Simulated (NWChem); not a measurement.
FLi

```xyz
2

Li     0.0000     0.0000    -1.1467
F      0.0000     0.0000     0.3822
```
Charge 0, spin multiplicity 1.

All runs are NWChem calculations. All single points use one geometry, from B3LYP/def2-SVP, a minimum by its harmonic frequencies.

Symmetry labels belong to the abelian group C2v used in the runs, with the axes of the coordinates shown; states degenerate in a higher group split over its labels.

The structure started from a generated list of species.

Task: List the lowest 3 singlet excitations that TD-PBE/def2-SVPD gives, with oscillator strengths.

Result: 
| state | symmetry | energy (eV) | wavelength (nm) | f |
|---|---|---|---|---|
| 1 | b2 | 4.75 | 261 | 0.019 |
| 2 | b1 | 4.75 | 261 | 0.019 |
| 3 | a1 | 5.03 | 247 | 0.001 |
